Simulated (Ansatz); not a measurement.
# BH3N, SMILES [BH]N: a composite energy at a relaxed geometry

Computed with Ansatz 0.2.0, Python API.

Notebook, run cell by cell (the value of a cell's last expression is shown):

```python
import itertools

import ansatz
from ase.data import atomic_numbers, covalent_radii
import numpy as np
```

```python
geometry = (
    ansatz.Crystal.molecule()
    .atom("B", [0.6206, -0.3719, 0.6725])
    .atom("N", [-0.0912, 0.3544, -0.5259])
    .atom("H", [0.6064, -1.5041, 0.6884])
    .atom("H", [-1.0152, 0.0723, -0.531])
    .atom("H", [-0.0708, 1.3756, -0.3455])
)
```

```python
model = (
    geometry.calculation()
    .basis(gaussian="def2-SVP")
    .functional("r2SCAN", dispersion="d4")
    .spin("collinear", total=1)
)
symbols = [site.symbol for site in geometry.cartesian_sites]
start = np.array([site.position_ang for site in geometry.cartesian_sites], dtype=float)
data = model.relax(force_tolerance=0.01).run().report
end = np.array(data["positions_ang"])
radius = [covalent_radii[atomic_numbers[s]] for s in symbols]
span = lambda where, i, j: np.linalg.norm(where[i] - where[j])
bonded = [(i, j) for i, j in itertools.combinations(range(len(symbols)), 2) if min(span(start, i, j), span(end, i, j)) < 1.2 * (radius[i] + radius[j])]
print("pair        before    after (A)")
for i, j in bonded:
    print(f"{symbols[i]}{i}-{symbols[j]}{j}".ljust(10), f"{span(start, i, j):8.4f} {span(end, i, j):8.4f}")
```

    pair        before    after (A)
    B0-N1        1.5717   1.3805
    B0-H2        1.1324   1.2082
    N1-H3        0.9661   1.0191
    N1-H4        1.0372   1.0149

```python
minimum = ansatz.Crystal.molecule()
for symbol, place in zip(symbols, end):
    minimum = minimum.atom(symbol, place.tolist())
at_minimum = minimum.calculation().spin("collinear", total=1)
level = lambda method, basis: at_minimum.basis(gaussian=basis).correlation(method).run().report
small, large, cluster = level("mp2", "cc-pVDZ"), level("mp2", "cc-pVTZ"), level("ccsd_t", "cc-pVDZ")
corr = lambda each: (each["free_energy_ev"] - each["reference_energy_ev"]) / 27.211386246
mp2_limit = (27 * corr(large) - 8 * corr(small)) / 19
pieces = {"HF / cc-pVTZ": large["reference_energy_ev"] / 27.211386246, "MP2 correlation, DZ-TZ limit": mp2_limit, "CCSD(T) - MP2 / cc-pVDZ": corr(cluster) - corr(small)}
for name, value in pieces.items():
    print(f"{name:32s} {value:14.6f} Ha")
print(f"{'sum':32s} {sum(pieces.values()):14.6f} Ha")
print("T1 diagnostic", round(cluster["correlation"]["coupled_cluster"]["t1_diagnostic"], 4))
```

    HF / cc-pVTZ                         -80.884778 Ha
    MP2 correlation, DZ-TZ limit          -0.320740 Ha
    CCSD(T) - MP2 / cc-pVDZ               -0.030987 Ha
    sum                                  -81.236506 Ha
    T1 diagnostic 0.0156

Caveats:
- Total energies depend on the basis set; only differences at equal settings carry meaning.
- The sum leaves out core correlation, relativity, the Hartree-Fock basis error and zero-point energy; a DZ-TZ extrapolation is rough.
- The species is open-shell (spin multiplicity 2).
- Inner cores stay frozen, so this is valence correlation.
- Run time: 15 s on 1 thread of Arm Neoverse V2 (shared host), peak memory 0.21 GiB.
